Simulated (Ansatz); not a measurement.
# CH4AlF: molecular dynamics

Aim: follow the molecule's vibrations and see whether its bonds hold. The start is relaxed first. Runs: 300 steps of 0.25 fs under a Nosé-Hoover thermostat at 500 K.

All numbers below are computed with Ansatz 0.2.0 (RKS PBE-D4/def2-TZVP).

### 1 The system as given

Bond lengths: Al1–F2 1.690 Å, Al1–C3 1.970 Å, C3–H4 1.110 Å, C3–H5 1.110 Å, C3–H6 1.110 Å, Al1–H7 1.560 Å. Angles: F2–Al1–C3 120.0°, F2–Al1–H7 120.0°, C3–Al1–H7 120.0°, Al1–C3–H4 109.5°, Al1–C3–H5 109.5°, Al1–C3–H6 109.5°, H4–C3–H5 109.4°, H4–C3–H6 109.4°, H5–C3–H6 109.4°.

As a file:

```xyz
7

Al    0.0000    0.0000    0.0000
F     0.0000    0.0000    1.6900
C     1.7060    0.0000   -0.9850
H     2.0356   -1.0462   -1.1552
H     1.5695    0.5080   -1.9624
H     2.4756    0.5381   -0.3932
H    -1.3510    0.0000   -0.7800
```

### 2 Preparing the start

input.yaml

```yaml
crystal:
  periodic: [false, false, false]
  atoms:
    - { symbol: Al, position_ang: [0.0, 0.0, 0.0] }
    - { symbol: F, position_ang: [0.0, 0.0, 1.69] }
    - { symbol: C, position_ang: [1.706, 0.0, -0.985] }
    - { symbol: H, position_ang: [2.0356, -1.0462, -1.1552] }
    - { symbol: H, position_ang: [1.5695, 0.508, -1.9624] }
    - { symbol: H, position_ang: [2.4756, 0.5381, -0.3932] }
    - { symbol: H, position_ang: [-1.351, 0.0, -0.78] }
basis:
  gaussian: { orbitals: def2-TZVP }
hamiltonian:
  xc: pbe
  dispersion: d4
relax:
  f_tol: 0.02
  max_steps: 40
output:
  orbitals: {}
```

Command:

```bash
> ansatz run input.yaml --threads 2 --pin off --max-ram 3072MiB --backend cpu --events-out ev --progress --plain --runs-dir out
```

Standard output (excerpt; [...] marks lines left out):

```text
Warning: RAYON_NUM_THREADS=2 ignored (pool sized by the plan → 2); use --threads N
[...]
Functional definition: PBE
[...]
771 factors; their error is unknown
[...]
mean field -10411.90633857 eV, -382.6305004988 hartree, gradient 9.5e-6 eV, S^2 0.000000; 0 other end points of the search recorded, 0 dependent functions left out
[...]
reference -10411.90637908 eV, -382.6305019876 hartree; 16, 16 occupied and 107, 107 virtual orbitals, 771 factors
relax step   1: F+E_penalty+E_count = -10411.98979991 eV  Δ(F+E_penalty+E_count) = +0.000e0 eV  max|allowed force component| = 6.168e-1 eV/Å  Δτ_max = 0.0000 Å  (26 SCF iters, accepted)
[...]
relax step   4: F+E_penalty+E_count = -10412.03428796 eV  Δ(F+E_penalty+E_count) = -3.169e-4 eV  max|allowed force component| = 2.206e-2 eV/Å  Δτ_max = 0.0079 Å  (31 SCF iters, accepted)
[...]
relax step   5: F+E_penalty+E_count = -10412.03436227 eV  Δ(F+E_penalty+E_count) = -7.431e-5 eV  max|allowed force component| = 7.750e-3 eV/Å  Δτ_max = 0.0046 Å  (30 SCF iters, accepted)
771 factors; their error is unknown
mean field -10411.95083149 eV, -382.6321355836 hartree, gradient 2.2e-5 eV, S^2 0.000000; 1 other end points of the search recorded, 0 dependent functions left out
[...]
reference -10411.95087196 eV, -382.6321370708 hartree; 16, 16 occupied and 107, 107 virtual orbitals, 771 factors
Total energy: -10412.03440274 eV, -382.6352067701 hartree
Atom 0 at    -0.002734     0.005590    -0.036737 Å, force     0.004177     0.002825     0.007750 eV/Å
Atom 1 at     0.004911    -0.003456     1.636144 Å, force    -0.000046     0.000185    -0.001554 eV/Å
Atom 2 at     1.706184     0.012881    -0.972984 Å, force     0.001614    -0.003057    -0.002142 eV/Å
Atom 3 at     2.049287    -1.020558    -1.146952 Å, force     0.001909    -0.000575    -0.001763 eV/Å
Atom 4 at     1.627938     0.494980    -1.958929 Å, force    -0.000460     0.000860    -0.001427 eV/Å
Atom 5 at     2.492245     0.520345    -0.395333 Å, force    -0.001001     0.000525     0.002564 eV/Å
Atom 6 at    -1.442131    -0.009881    -0.711009 Å, force    -0.006193    -0.000763    -0.003427 eV/Å
Dipole moment:     0.154838     0.002084    -0.347727 e Å
```

It took 8.2 s on 2 threads of Arm Neoverse V1, shared host; peak memory 0.18 GiB.

Relaxation path:

```
step  energy from step 1 (eV)  largest force component (eV/Å)
   1                   0.0000                          0.6168
   2                  -0.0394                          0.2621
   3                  -0.0442                          0.0819
   4                  -0.0445                          0.0221
   5                  -0.0446                          0.0077
```

Step 1 is the start.

After: Bond lengths: Al1–F2 1.673 Å, Al1–C3 1.949 Å, C3–H4 1.103 Å, C3–H5 1.100 Å, C3–H6 1.100 Å, Al1–H7 1.590 Å. Angles: F2–Al1–C3 118.5°, F2–Al1–H7 115.4°, C3–Al1–H7 126.2°, Al1–C3–H4 110.2°, Al1–C3–H5 111.7°, Al1–C3–H6 112.1°, H4–C3–H5 106.9°, H4–C3–H6 107.0°, H5–C3–H6 108.6°.

### 3 The run

300 steps of 0.25 fs under a Nosé-Hoover thermostat at 500 K, from the relaxed start.

input.yaml

```yaml
crystal:
  periodic: [false, false, false]
  atoms:
    - { symbol: Al, position_ang: [-0.002734, 0.00559, -0.036737] }
    - { symbol: F, position_ang: [0.004911, -0.003456, 1.636144] }
    - { symbol: C, position_ang: [1.706184, 0.012881, -0.972984] }
    - { symbol: H, position_ang: [2.049287, -1.020558, -1.146952] }
    - { symbol: H, position_ang: [1.627938, 0.49498, -1.958929] }
    - { symbol: H, position_ang: [2.492245, 0.520345, -0.395333] }
    - { symbol: H, position_ang: [-1.442131, -0.009881, -0.711009] }
basis:
  gaussian: { orbitals: def2-TZVP }
hamiltonian:
  xc: pbe
  dispersion: d4
md:
  timestep: 0.25
  n_steps: 300
  ensemble: nvt_nose_hoover
  temperature: 500.0
  initial_velocities: maxwell_boltzmann
  seed: 319794
  nose_hoover: { tau: 50.0, chain_length: 5 }
```

Command:

```bash
> ansatz run input.yaml --threads 2 --pin off --max-ram 3072MiB --backend cpu --events-out ev --progress --plain --runs-dir out
```

Standard output (excerpt; [...] marks lines left out):

```text
Warning: RAYON_NUM_THREADS=2 ignored (pool sized by the plan → 2); use --threads N
[...]
[... 1 set-up line as earlier in the session ...]
[...]
771 factors; their error is unknown
[...]
mean field -10411.95083586 eV, -382.6321357442 hartree, gradient 9.9e-6 eV, S^2 0.000000; 0 other end points of the search recorded, 0 dependent functions left out
[...]
reference -10411.95087644 eV, -382.6321372355 hartree; 16, 16 occupied and 107, 107 virtual orbitals, 771 factors
md step     0: t =     0.00 fs  T =   500.0 K  F+E_penalty+E_count = -10412.03436664 eV  E_kin = 0.323150 eV  conserved = -10411.71121664 eV  (25 SCF iters)
[...]
md step    20: t =     5.00 fs  T =   224.5 K  F+E_penalty+E_count = -10411.85567808 eV  E_kin = 0.145126 eV  conserved = -10411.71096587 eV  (30 SCF iters)
[...]
md step    40: t =    10.00 fs  T =   287.2 K  F+E_penalty+E_count = -10411.89413836 eV  E_kin = 0.185615 eV  conserved = -10411.71090329 eV  (31 SCF iters)
[...]
md step    60: t =    15.00 fs  T =   213.6 K  F+E_penalty+E_count = -10411.84267018 eV  E_kin = 0.138018 eV  conserved = -10411.71085419 eV  (31 SCF iters)
[...]
md step    80: t =    20.00 fs  T =   182.2 K  F+E_penalty+E_count = -10411.81725034 eV  E_kin = 0.117743 eV  conserved = -10411.71068093 eV  (32 SCF iters)
md step    81: t =    20.25 fs  T =   197.5 K  F+E_penalty+E_count = -10411.82693130 eV  E_kin = 0.127671 eV  conserved = -10411.71070274 eV  (31 SCF iters)
```

### 4 The output, continued: dynamics from the start

Output, continued (excerpt; [...] marks lines left out):

```text
md step    82: t =    20.50 fs  T =   216.0 K  F+E_penalty+E_count = -10411.83857956 eV  E_kin = 0.139589 eV  conserved = -10411.71073119 eV  (31 SCF iters)
[...]
md step   107: t =    26.75 fs  T =   418.1 K  F+E_penalty+E_count = -10411.95447036 eV  E_kin = 0.270205 eV  conserved = -10411.71104566 eV  (31 SCF iters)
[...]
md step   132: t =    33.00 fs  T =   319.1 K  F+E_penalty+E_count = -10411.88022815 eV  E_kin = 0.206263 eV  conserved = -10411.71095372 eV  (31 SCF iters)
[...]
md step   157: t =    39.25 fs  T =   178.8 K  F+E_penalty+E_count = -10411.76812319 eV  E_kin = 0.115554 eV  conserved = -10411.71070475 eV  (31 SCF iters)
[...]
md step   182: t =    45.50 fs  T =   374.3 K  F+E_penalty+E_count = -10411.87792509 eV  E_kin = 0.241918 eV  conserved = -10411.71081181 eV  (26 SCF iters)
md step   183: t =    45.75 fs  T =   361.3 K  F+E_penalty+E_count = -10411.86825364 eV  E_kin = 0.233480 eV  conserved = -10411.71072940 eV  (31 SCF iters)
md step   184: t =    46.00 fs  T =   349.1 K  F+E_penalty+E_count = -10411.85918248 eV  E_kin = 0.225600 eV  conserved = -10411.71065176 eV  (31 SCF iters)
```

### 5 The output, continued: dynamics from the start

The log, continued (excerpt; [...] marks lines left out):

```text
md step   185: t =    46.25 fs  T =   339.6 K  F+E_penalty+E_count = -10411.85192604 eV  E_kin = 0.219489 eV  conserved = -10411.71058935 eV  (31 SCF iters)
[...]
md step   206: t =    51.50 fs  T =   280.5 K  F+E_penalty+E_count = -10411.78878926 eV  E_kin = 0.181269 eV  conserved = -10411.71054031 eV  (31 SCF iters)
[...]
md step   227: t =    56.75 fs  T =   324.3 K  F+E_penalty+E_count = -10411.79339571 eV  E_kin = 0.209595 eV  conserved = -10411.71058096 eV  (30 SCF iters)
[...]
md step   248: t =    62.00 fs  T =   401.6 K  F+E_penalty+E_count = -10411.81371696 eV  E_kin = 0.259559 eV  conserved = -10411.71067919 eV  (31 SCF iters)
[...]
md step   299: t =    74.75 fs  T =   287.0 K  F+E_penalty+E_count = -10411.69005156 eV  E_kin = 0.185475 eV  conserved = -10411.71034162 eV  (31 SCF iters)
[...]
md step   300: t =    75.00 fs  T =   276.2 K  F+E_penalty+E_count = -10411.68245223 eV  E_kin = 0.178515 eV  conserved = -10411.71033040 eV  (28 SCF iters)
Total energy: -10411.68249303 eV, -382.6222743270 hartree
Atom 0 at     0.011881    -0.021114    -0.035204 Å, force     1.288307     0.265531     0.853168 eV/Å
Atom 1 at    -0.004319     0.026761     1.629953 Å, force     0.014311    -0.020498     0.228551 eV/Å
Atom 2 at     1.688797     0.017556    -0.964213 Å, force     1.417879     0.388425     0.325703 eV/Å
Atom 3 at     1.772377    -0.988952    -1.491639 Å, force     0.626258     0.808648     0.823763 eV/Å
Atom 4 at     1.683066     0.735393    -1.799119 Å, force    -0.205005     0.098753    -0.047903 eV/Å
Atom 5 at     2.570619     0.403701    -0.270532 Å, force    -1.358350    -1.407618    -1.332857 eV/Å
Atom 6 at    -1.308779    -0.075685    -0.679797 Å, force    -1.783400    -0.133241    -0.850425 eV/Å
Dipole moment:     0.116409    -0.008183    -0.363332 e Å
```

Wall time 6.5 min (2 threads of Arm Neoverse V1, shared host); peak memory 0.17 GiB.

### 6 What the atoms did

One step in 12; energies are changes from step 0:

| time (fs) | T (K) | potential energy change (meV/atom) | conserved energy change (meV/atom) |
| --- | --- | --- | --- |
| 0.0 | 500 | 0.0 | 0.00 |
| 3.0 | 191 | 28.7 | 0.09 |
| 6.0 | 216 | 26.4 | 0.05 |
| 9.0 | 220 | 26.2 | 0.07 |
| 12.0 | 285 | 20.4 | 0.03 |
| 15.0 | 214 | 27.4 | 0.05 |
| 18.0 | 194 | 29.6 | 0.06 |
| 21.0 | 259 | 24.1 | 0.06 |
| 24.0 | 388 | 13.1 | 0.06 |
| 27.0 | 403 | 12.9 | 0.03 |
| 30.0 | 86 | 43.0 | 0.10 |
| 33.0 | 319 | 22.0 | 0.04 |
| 36.0 | 371 | 18.8 | 0.07 |
| 39.0 | 212 | 34.9 | 0.06 |
| 42.0 | 138 | 42.2 | 0.08 |
| 45.0 | 395 | 20.1 | 0.04 |
| 48.0 | 396 | 22.0 | 0.05 |
| 51.0 | 307 | 32.3 | 0.09 |
| 54.0 | 367 | 28.5 | 0.06 |
| 57.0 | 311 | 35.8 | 0.10 |
| 60.0 | 567 | 14.3 | 0.02 |
| 63.0 | 257 | 45.5 | 0.10 |
| 66.0 | 199 | 51.7 | 0.07 |
| 69.0 | 319 | 41.8 | 0.12 |
| 72.0 | 665 | 12.5 | 0.03 |
| 75.0 | 276 | 50.3 | 0.13 |

time (fs), T (K) and a bar:
```
      0.0        500 ####################
      3.2        185 ###
      6.5        201 ####
      9.8        270 #######
     13.0        198 ###
     16.2        264 #######
     19.5        163 ##
     22.8        383 ##############
     26.0        430 ################
     29.2        135 
     32.5        266 #######
     35.8        369 #############
     39.2        179 ##
     42.5        202 ####
     45.8        361 ############
     49.0        428 ################
     52.2        271 #######
     55.5        403 ###############
     58.8        425 ################
     62.0        402 ###############
     65.2        172 ##
     68.5        255 #######
     71.8        685 ##############################
     75.0        276 ########
```

### 7 Positions and forces

Extended XYZ, with forces in eV/Å:

```xyz
7
time_fs=9.5 T=253 dE=0.1622
Al    0.026   -0.002   -0.035   -1.686    0.249   -0.184
F    -0.001    0.001    1.619    0.113   -0.044    0.510
C     1.665    0.020   -0.955    1.831    0.053    0.106
H     1.917   -1.055   -1.184    0.291    0.675    0.420
H     1.662    0.491   -1.937   -0.256    0.255   -0.328
H     2.485    0.569   -0.357   -0.855   -1.121   -0.665
H    -1.487    0.013   -0.674    0.562   -0.067    0.140
7
time_fs=18.8 T=163 dE=0.2281
Al    0.018   -0.002   -0.035   -0.243    0.084    0.274
F    -0.003    0.003    1.623    0.075   -0.038    0.454
C     1.670    0.030   -0.978    2.186   -0.982    1.839
H     2.025   -1.037   -1.091   -0.560    0.564   -0.543
H     1.562    0.545   -1.921    0.461    0.172   -0.500
H     2.561    0.367   -0.297   -1.458    0.221   -1.230
H    -1.403   -0.011   -0.661   -0.459   -0.021   -0.293
7
time_fs=28.0 T=294 dE=0.1638
Al   -0.004    0.001   -0.031   -0.450   -0.021   -0.541
F    -0.002    0.005    1.645   -0.033    0.017   -0.148
C     1.723    0.006   -0.981    0.091    0.773    0.254
H     1.953   -1.014   -1.337    0.484    0.036    0.558
H     1.691    0.561   -1.920   -0.449    0.307   -0.352
H     2.520    0.568   -0.409   -0.375   -1.142   -0.233
H    -1.488   -0.061   -0.792    0.731    0.030    0.462
7
time_fs=37.5 T=366 dE=0.1400
Al   -0.027    0.002   -0.035    1.950   -0.236    0.636
F    -0.002    0.007    1.663   -0.114    0.056   -0.631
C     1.753    0.009   -1.005   -1.192    0.220    0.222
H     2.110   -0.970   -1.307   -0.255   -0.651   -0.336
H     1.610    0.622   -1.912    0.228   -0.060    0.053
H     2.586    0.373   -0.422    0.317    0.654    0.438
H    -1.366   -0.094   -0.748   -0.934    0.018   -0.381
7
time_fs=47.0 T=340 dE=0.1856
Al   -0.010   -0.004   -0.030   -0.393   -0.211   -0.523
F    -0.006    0.011    1.655   -0.018    0.032   -0.355
C     1.747    0.012   -1.002   -2.498    0.154   -1.122
H     2.031   -0.979   -1.329    0.024   -0.612   -0.297
H     1.639    0.666   -1.904    0.137   -0.381    0.415
H     2.512    0.367   -0.399    1.698    0.921    1.353
H    -1.543   -0.093   -0.774    1.050    0.098    0.529
7
time_fs=56.2 T=359 dE=0.2158
Al    0.014   -0.015   -0.031    0.855    0.292    0.302
F    -0.012    0.017    1.631    0.168   -0.029    0.334
C     1.696    0.019   -0.976   -0.910    0.522   -1.783
H     1.857   -0.989   -1.385    0.543   -0.152    0.350
H     1.762    0.668   -1.899   -0.513   -0.350    0.626
H     2.449    0.424   -0.348    1.264   -0.181    0.862
H    -1.360   -0.043   -0.610   -1.407   -0.103   -0.690
7
time_fs=65.5 T=181 dE=0.3728
Al    0.040   -0.020   -0.031   -2.584    0.124   -0.268
F    -0.012    0.023    1.618    0.151   -0.055    0.616
C     1.650    0.044   -0.970    2.366   -1.109    0.039
H     1.948   -1.014   -1.245   -0.709    0.608   -0.561
H     1.636    0.714   -1.863    0.393   -0.449    0.502
H     2.545    0.151   -0.271   -0.863    0.909   -0.659
H    -1.562   -0.039   -0.670    1.245   -0.027    0.331
7
time_fs=75.0 T=276 dE=0.3519
Al    0.012   -0.021   -0.035    1.288    0.266    0.853
F    -0.004    0.027    1.630    0.014   -0.021    0.229
C     1.689    0.018   -0.964    1.418    0.388    0.326
H     1.772   -0.989   -1.492    0.626    0.809    0.824
H     1.683    0.735   -1.799   -0.205    0.099   -0.048
H     2.571    0.404   -0.271   -1.358   -1.408   -1.333
H    -1.309   -0.076   -0.680   -1.783   -0.133   -0.850
```

### 8 Outcome

```
                              quantity                         value
               relaxation of the start       4 moves, 0.045 eV lower
                                length          300 steps of 0.25 fs
      temperature, first and last step                 500 and 276 K
              temperature, second half  mean 343 K, from 60 to 695 K
         potential energy, second half   +32 meV/atom from the start
largest change of the conserved energy                 0.13 meV/atom
                bonds formed or broken                             0
```

Against a set 500 K the second half averages 343 K with a spread of 140 K. In 75 fs the run doesn't reach equilibrium. The conserved energy strays from its start by at most 0.13 meV/atom, 0.4 % of the mean kinetic energy, so a step of 0.25 fs is short enough over this time. No bond forms or breaks. Averages from a run of 75 fs with 7 atoms are rough. The nuclei move classically, without zero-point motion, which matters most for hydrogen.
